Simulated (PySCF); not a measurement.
Structure problem from calculated spectra and properties.

Formula: CH3AlO.

- Dipole: 2.07 D [wB97X-D/def2-SVPD]
- UV, first state: lowest singlet excitation: 5.19 eV (239 nm, f = 0.000) [TDDFT wB97X-D/def2-SVPD]
- Triplet: lowest triplet excitation (Tamm–Dancoff): 4.90 eV [TDA wB97X-D/def2-SVPD]
- UV, strongest line: among the 15 lowest singlet transitions: S13/S14 at 9.20 eV (135 nm, f = 1.010 summed over these states) [TDDFT wB97X-D/def2-SVPD]
- NMR, other nuclei: isotropic shieldings of nuclei other than C and H, by class: -90 (1 O), 462 (1 Al) ppm [GIAO B3LYP/pcSseg-1 (pcSseg-2 on Al)]
- Polarisability: 49.2 au [wB97X-D/def2-SVPD]
- 13C NMR: chemical shifts (computed TMS as zero) by class: 192.3 (1 C) ppm [GIAO B3LYP/pcSseg-1 (pcSseg-2 on Al)]
- 1H NMR: chemical shifts (computed TMS as zero) by class: 3.74 (3 H) ppm [GIAO B3LYP/pcSseg-1 (pcSseg-2 on Al)]
- Rotational structure: rotational constants A, B, C: 65.970, 3.978, 3.977 GHz [PBE0-D3(BJ)/def2-SVP]

Gas-phase values; electronic properties from PySCF, density fitting. Levels stand in brackets. Geometry: PBE0-D3(BJ)/def2-SVP; no solvent, vibrations or thermal averaging. Each NMR value is the plain mean over a class of atoms that symmetry, rotation or inversion makes alike.

Question: Give a SMILES that accounts for the data.

Answer: The one carbon: carbon bonded to Al and O (192.3 ppm). All hydrogens form one class (3.74 ppm): hydrogen on aluminium. The other shieldings belong to: -90 ppm, oxygen bonded to C; 462 ppm, aluminium bonded to C and 3 H. The optimised geometry has point group C3v and is a prolate symmetric top (the spread among constants that symmetry makes equal is optimisation noise). Structure: Al(CO)H3, `[H][Al]([H])([H])<-[C-]#[O+]`. The assignments are read from this structure; whether some other isomer fits the data as well wasn't checked.
